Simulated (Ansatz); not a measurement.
Two structures, one formula

Two relaxed structures of CH₄BS, doublet (PBE0-D4/def2-TZVP; forces vanish, vibrations not checked).

A:

```tsv
atom	x (Å)	y (Å)	z (Å)
B1	-1.7461	-0.3027	-0.0502
S2	-0.1786	-1.0127	-0.1673
C3	1.0011	0.3512	0.0582
H4	-2.7873	-0.8691	-0.1443
H5	1.6234	0.4233	-0.8333
H6	0.4593	1.2812	0.2158
H7	1.6281	0.1288	0.9211
```

B:

```xyz
7
angstrom
B -1.6982 -0.3752 -0.1773
S -0.0643 -0.8092 0.3036
C 1.1548 0.2733 0.1054
H -2.5664 -1.1631 -0.3755
H 1.4095 0.5733 -0.9004
H -0.0169 -2.1199 -0.1916
H 1.9219 0.2116 0.8631
```

Program: Ansatz 0.2.0. Basis: def2-TZVPP. Cores are frozen in the correlated methods; orbitals are unrestricted. B3LYP uses VWN-RPA correlation.

**Question.** Which structure is lower at CCSD(T), and by how much? (Judge from chemistry; the value comes from the calculation.)

**Answer.** Computed: A, by 345.5 kJ/mol (electronic energy, against the other). By their contacts, A is CH₄BS ([BH][S][CH3]) and B is CH₄BS ([BH][SH][CH2]).

All methods give the same order:

| method | E(B) − E(A) (kJ/mol) |
| --- | --- |
| PBE-D4 | 317.6 |
| r2SCAN-D4 | 325.6 |
| PBE0-D4 | 329.9 |
| B3LYP-D4 | 331.9 |
| wB97M-V | 339.8 |
| HF | 363.8 |
| MP2 | 342.7 |
| CCSD | 349.3 |
| CCSD(T) | 345.5 |

T1 diagnostic: at most 0.019. ⟨S²⟩ of the unrestricted Hartree–Fock references: 0.76 (a pure state has 0.75).

Labels in which every atom is bracketed show which atoms are joined, not bond orders.

For scale, one of the runs: CCSD(T)/def2-TZVPP, 160 basis functions, launched by `ansatz run in.yaml --threads 2 --pin off --events-out ev --progress --plain --max-ram 4352MiB`. The run took 78 s on 2 CPU threads of an Arm Neoverse V2 (shared host), with 2.7 GiB of host memory at its peak.
